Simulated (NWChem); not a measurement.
System: NO cation

NWChem printed, in part:

```
             Northwest Computational Chemistry Package (NWChem) 7.3.0
             --------------------------------------------------------

 ORDER OF PRIMARY AXIS IS BEING SET TO 4
 C4V symmetry detected

                             Geometry "geometry" -> ""
                             -------------------------

 Output coordinates in angstroms (scale by  1.889725989 to convert to a.u.)

  No.       Tag          Charge          X              Y              Z
 ---- ---------------- ---------- -------------- -------------- --------------
    1 N                    7.0000     0.00000000     0.00000000    -0.57213280
    2 O                    8.0000     0.00000000     0.00000000     0.50061620

 Effective nuclear repulsion energy (a.u.)      27.6242867101

      Symmetry information
      --------------------

 Group name             C4v
 Group number             18
 Group order               8
 No. of unique centers     2

                                Z-matrix (autoz)
                                --------

 Units are Angstrom for bonds and degrees for angles

      Type          Name      I     J     K     L     M      Value
      ----------- --------  ----- ----- ----- ----- ----- ----------
    1 Stretch                  1     2                       1.07275

  xc_inp: hfexch multiplicative factor not found.

                           NWChem Geometry Optimization
                           ----------------------------

 maximum gradient threshold         (gmax) =   0.000450
 rms gradient threshold             (grms) =   0.000300
 maximum cartesian step threshold   (xmax) =   0.001800
 rms cartesian step threshold       (xrms) =   0.001200
 fixed trust radius                (trust) =   0.300000
 source of zmatrix                         =   autoz

          -------------------
          Energy Minimization
          -------------------

 Using diagonal initial Hessian
 Scaling for Hessian diagonals: bonds = 1.00  angles = 0.25  torsions = 0.10

          --------
          Step   0

                                 NWChem DFT Module
                                 -----------------

 Summary of "ao basis" -> "ao basis" (spherical)
 ------------------------------------------------------------------------------
       Tag                 Description            Shells   Functions and Types
 ---------------- ------------------------------  ------  ---------------------
 N                        aug-pcseg-1                9       23   4s3p2d
 O                        aug-pcseg-1                9       23   4s3p2d

      Symmetry analysis of basis
      --------------------------

        a1         18
        a2          0
        b1          4
        b2          4
        e          20

            General Information
            -------------------
          SCF calculation type: DFT
          Wavefunction type:  closed shell.
          No. of atoms     :     2
          No. of electrons :    14
           Alpha electrons :     7
            Beta electrons :     7
          Charge           :     1
          Spin multiplicity:     1
          Use of symmetry is: on ; symmetry adaption is: on
          Maximum number of iterations: 150
          AO basis - number of functions:    46
                     number of shells:    18
          Convergence on energy requested:  1.00D-06
          Convergence on density requested:  1.00D-05
          Convergence on gradient requested:  5.00D-04

              XC Information
              --------------
                     Hartree-Fock (Exact) Exchange  1.000

      Superposition of Atomic Density Guess
      -------------------------------------

 Sum of atomic energies:        -129.01732856

 Renormalizing density from      15.00 to     14

      Non-variational initial energy
      ------------------------------

 Total energy =    -123.718286
 1-e energy   =    -215.626348
 2-e energy   =      64.283776
 HOMO         =      -1.072873
 LUMO         =      -0.604721

      Symmetry analysis of molecular orbitals - initial
      -------------------------------------------------

 !! scf_movecs_sym_adapt:    8 vectors were symmetry contaminated

  Symmetry fudging

 !! scf_movecs_sym_adapt:    8 vectors were symmetry contaminated

  Numbering of irreducible representations:

     1 a1          2 a2          3 b1          4 b2          5 e

  Orbital symmetries:

     1 a1          2 a1          3 a1          4 a1          5 e
     6 e           7 a1          8 e           9 e          10 a1
    11 a1         12 e          13 e          14 a1         15 e
    16 e          17 a1

 !! scf_movecs_sym_adapt:    8 vectors were symmetry contaminated

  Symmetry fudging

 !! scf_movecs_sym_adapt:    8 vectors were symmetry contaminated

   convergence    iter        energy       DeltaE   RMS-Dens  Diis-err
 ---------------- ----- ----------------- --------- --------- ---------
 d= 0,ls=0.0,diis     1   -128.7898922419 -1.56D+02  1.67D-02  1.10D+00

 !! scf_movecs_sym_adapt:    8 vectors were symmetry contaminated

  Symmetry fudging
 d= 0,ls=0.0,diis     2   -128.7870865906  2.81D-03  9.23D-03  1.13D+00

 !! scf_movecs_sym_adapt:    4 vectors were symmetry contaminated

  Symmetry fudging

 !! scf_movecs_sym_adapt:    4 vectors were symmetry contaminated

 d= 0,ls=0.0,diis     3   -128.8806197090 -9.35D-02  1.20D-03  4.08D-03

 !! scf_movecs_sym_adapt:    4 vectors were symmetry contaminated

  Symmetry fudging

 !! scf_movecs_sym_adapt:    2 vectors were symmetry contaminated

 d= 0,ls=0.0,diis     4   -128.8810980605 -4.78D-04  2.77D-04  1.30D-04

 !! scf_movecs_sym_adapt:    4 vectors were symmetry contaminated

  Symmetry fudging

 !! scf_movecs_sym_adapt:    2 vectors were symmetry contaminated

 d= 0,ls=0.0,diis     5   -128.8811179616 -1.99D-05  5.05D-05  2.01D-06

 !! scf_movecs_sym_adapt:    4 vectors were symmetry contaminated

  Symmetry fudging
 d= 0,ls=0.0,diis     6   -128.8811182104 -2.49D-07  4.31D-06  3.27D-08

         Total DFT energy =     -128.881118210389
      One electron energy =     -224.286777985248
           Coulomb energy =       82.097247681231
    Exchange-Corr. energy =      -14.315874616481
 Nuclear repulsion energy =       27.624286710109

 Numeric. integr. density =        0.000000000000

                  Occupations of the irreducible representations
                  ----------------------------------------------

                     irrep           alpha         beta
                     --------     --------     --------
                     a1                5.0          5.0
                     a2                0.0          0.0
                     b1                0.0          0.0
                     b2                0.0          0.0
                     e                 2.0          2.0

                       DFT Final Molecular Orbital Analysis
                       ------------------------------------

 Vector    5  Occ=2.000000D+00  E=-1.143778D+00  Symmetry=e
              MO Center= -9.2D-15,  3.9D-14,  1.2D-01, r^2= 7.1D-01
   Bfn.  Coefficient  Atom+Function         Bfn.  Coefficient  Atom+Function
  ----- ------------  ---------------      ----- ------------  ---------------
    29      0.532719  2 O  py                 6      0.385615  1 N  py
    32      0.351353  2 O  py                28     -0.126119  2 O  px
     5     -0.091293  1 N  px                31     -0.083181  2 O  px
    43     -0.071747  2 O  d -1              15      0.052483  1 N  d -1
     9      0.052202  1 N  py                38     -0.046726  2 O  d -1

 Vector    6  Occ=2.000000D+00  E=-1.143778D+00  Symmetry=e
              MO Center=  4.8D-15,  1.1D-15,  1.2D-01, r^2= 7.1D-01
   Bfn.  Coefficient  Atom+Function         Bfn.  Coefficient  Atom+Function
  ----- ------------  ---------------      ----- ------------  ---------------
    28      0.532719  2 O  px                 5      0.385615  1 N  px
    31      0.351353  2 O  px                29      0.126119  2 O  py
     6      0.091293  1 N  py                32      0.083181  2 O  py
    45      0.071747  2 O  d  1              17     -0.052483  1 N  d  1
     8      0.052202  1 N  px                40      0.046726  2 O  d  1

 Vector    7  Occ=2.000000D+00  E=-1.139463D+00  Symmetry=a1
              MO Center=  4.8D-15, -4.0D-14, -5.0D-01, r^2= 9.1D-01
   Bfn.  Coefficient  Atom+Function         Bfn.  Coefficient  Atom+Function
  ----- ------------  ---------------      ----- ------------  ---------------
     3      0.550341  1 N  s                  7     -0.510406  1 N  pz
    30      0.385827  2 O  pz                 2      0.294940  1 N  s
    33      0.234236  2 O  pz                 1     -0.122664  1 N  s
    10     -0.113563  1 N  pz                27     -0.113218  2 O  s
     4      0.060949  1 N  s                 26      0.054122  2 O  s

 Vector    8  Occ=0.000000D+00  E=-2.866980D-01  Symmetry=e
              MO Center=  3.1D-16,  3.5D-16, -2.5D-01, r^2= 1.3D+00
   Bfn.  Coefficient  Atom+Function         Bfn.  Coefficient  Atom+Function
  ----- ------------  ---------------      ----- ------------  ---------------
     9      0.494404  1 N  py                 6      0.430119  1 N  py
     8      0.399206  1 N  px                32     -0.394301  2 O  py
    29     -0.349959  2 O  py                 5      0.347299  1 N  px
    31     -0.318377  2 O  px                28     -0.282574  2 O  px
    35     -0.165594  2 O  py                12      0.159195  1 N  py

 Vector    9  Occ=0.000000D+00  E=-2.866980D-01  Symmetry=e
              MO Center=  4.0D-16,  1.5D-15, -2.5D-01, r^2= 1.3D+00
   Bfn.  Coefficient  Atom+Function         Bfn.  Coefficient  Atom+Function
  ----- ------------  ---------------      ----- ------------  ---------------
     8      0.494404  1 N  px                 5      0.430119  1 N  px
     9     -0.399206  1 N  py                31     -0.394301  2 O  px
    28     -0.349959  2 O  px                 6     -0.347299  1 N  py
    32      0.318377  2 O  py                29      0.282574  2 O  py
    34     -0.165594  2 O  px                11      0.159195  1 N  px

[...]

      ----------------------
      Optimization converged
      ----------------------

  Step       Energy      Delta E   Gmax     Grms     Xrms     Xmax
  ---- ---------------- -------- -------- -------- -------- --------
@    3    -128.88688912 -2.4D-08  0.00001  0.00001  0.00002  0.00003
                                     ok       ok       ok       ok

                                Z-matrix (autoz)
                                --------

 Units are Angstrom for bonds and degrees for angles

      Type          Name      I     J     K     L     M      Value     Gradient
      ----------- --------  ----- ----- ----- ----- ----- ---------- ----------
    1 Stretch                  1     2                       1.03367    0.00001

                         Geometry "geometry" -> "geometry"
                         ---------------------------------

 Output coordinates in angstroms (scale by  1.889725989 to convert to a.u.)

  No.       Tag          Charge          X              Y              Z
 ---- ---------------- ---------- -------------- -------------- --------------
    1 N                    7.0000     0.00000000     0.00000000    -0.55259427
    2 O                    8.0000     0.00000000     0.00000000     0.48107767

 Effective nuclear repulsion energy (a.u.)      28.6685986918

      Symmetry information
      --------------------

 Group name             C4v
 Group number             18
 Group order               8
 No. of unique centers     2

                Final and change from initial internal coordinates
                --------------------------------------------------

                                Z-matrix (autoz)
                                --------

 Units are Angstrom for bonds and degrees for angles

      Type          Name      I     J     K     L     M      Value       Change
      ----------- --------  ----- ----- ----- ----- ----- ---------- ----------
    1 Stretch                  1     2                       1.03367   -0.03908

 ==============================================================================
                                internuclear distances
 ------------------------------------------------------------------------------
       center one      |      center two      | atomic units |  angstroms
 ------------------------------------------------------------------------------
    2 O                |   1 N                |     1.95336  |     1.03367
 ------------------------------------------------------------------------------
                         number of included internuclear distances:          1
 ==============================================================================

[second-derivative integrals and response iterations left out]

  Vibrational analysis via the FX method

  See chapter 2 in "Molecular Vibrations" by Wilson, Decius and Cross

  Vib: Default input used

 ---------------------------- Atom information ----------------------------
     atom    #        X              Y              Z            mass
 --------------------------------------------------------------------------
    N        1  0.0000000D+00  0.0000000D+00 -1.0442518D+00  1.4003070D+01
    O        2  0.0000000D+00  0.0000000D+00  9.0910497D-01  1.5994910D+01
 --------------------------------------------------------------------------

[unprojected Hessian and modes left out]

        Vibrational analysis via the FX method
  --- with translations and rotations projected out ---
  --- via the Eckart algorithm                      ---
 Dependent rotation vector no.                    3
  found in ECKART; assuming linear geometry
 Projected Nuclear Hessian trans-rot subspace norm:7.8886D-31
                         (should be close to zero!)

[projected Hessian left out]

 Rotational Constants
 --------------------
 A=   0.000000 cm-1  (  0.000000 K)
 B=   2.113107 cm-1  (  3.040222 K)
 C=   2.113107 cm-1  (  3.040222 K)

 Temperature                      =   298.15K
 frequency scaling parameter      =   1.0000

 Linear Molecule

 Zero-Point correction to Energy  =    4.100 kcal/mol  (  0.006534 au)
 Thermal correction to Energy     =    5.581 kcal/mol  (  0.008894 au)
 Thermal correction to Enthalpy   =    6.173 kcal/mol  (  0.009837 au)

 Total Entropy                    =   47.208 cal/mol-K
   - Translational                =   36.113 cal/mol-K (mol. weight =  29.9980)
   - Rotational                   =   11.095 cal/mol-K (symmetry #  =        1)
   - Vibrational                  =    0.000 cal/mol-K

 Cv (constant volume heat capacity) =    4.966 cal/mol-K
   - Translational                  =    2.979 cal/mol-K
   - Rotational                     =    1.986 cal/mol-K
   - Vibrational                    =    0.000 cal/mol-K

[normal modes left out]

 ----------------------------------------------------------------------------
 Normal Eigenvalue ||           Projected Infra Red Intensities
  Mode   [cm**-1]  || [atomic units] [(debye/angs)**2] [(KM/mol)] [arbitrary]
 ------ ---------- || -------------- ----------------- ---------- -----------
    1       -0.000 ||    0.033336           0.769        32.497      12.382
    2        0.000 ||    0.024121           0.556        23.514       8.960
    3        0.000 ||    0.024121           0.556        23.514       8.960
    4        0.000 ||    0.010967           0.253        10.691       4.073
    5        0.000 ||    0.010967           0.253        10.691       4.073
    6     2869.590 ||    0.058021           1.339        56.562      21.552
 ----------------------------------------------------------------------------
```

Level: Hartree-Fock/aug-pcseg-1. 

Task: Which NWChem input produces such a log?

Result: Several could match; the one computed here: the input that was run:
```
start job
memory heap 200 mb stack 900 mb global 1100 mb
charge 1
geometry units angstroms
  N      0.000000     0.000000    -0.571443
  O      0.000000     0.000000     0.501306
end
basis spherical
  * library aug-pcseg-1
end
dft
  xc hfexch
  iterations 150
end
driver
  maxiter 120
end
task dft optimize
task dft freq
```
